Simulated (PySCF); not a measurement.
hydrogen chloride (ClH), SMILES Cl. Coordinates come from a B3LYP-D3(BJ)/def2-TZVPD optimisation.

PySCF with TDA-CAM-B3LYP/def2-TZVPD puts the lowest singlet excitations at 7.60, 7.60, 9.69, 9.69, 9.83, 9.83 eV and the lowest triplet (TDA) at 6.94 eV.

### Question
What are the lowest singlet roots from EOM-CCSD/aug-cc-pVDZ run with PySCF? (An estimate is asked for; the answer gives what the named calculation found.)

### Answer
7.81, 7.81, 10.12, 10.12, 10.63, 10.63 eV; triplets 7.34, 7.34, 9.67 eV. S1 differs by 0.22 eV (second minus first; roots are paired by order, and the bases may differ).
